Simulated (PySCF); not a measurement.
All values below come from PBE-D3(BJ)/def2-TZVP // PBE0-D3(BJ)/def2-TZVP (PySCF). Isolated molecules, 0 K electronic values unless said otherwise. 

Reference species (SMILES): `C` (neutral, multiplicity 1).

HOMO–LUMO gap: 10.36 eV
HOMO: -9.44 eV

Changed species: `[AlH3]`.

Give the shifts of the HOMO–LUMO gap and HOMO.

the HOMO–LUMO gap falls by 5.59 eV, to 4.77 eV; the HOMO increases by 2.14 eV, to -7.30 eV.
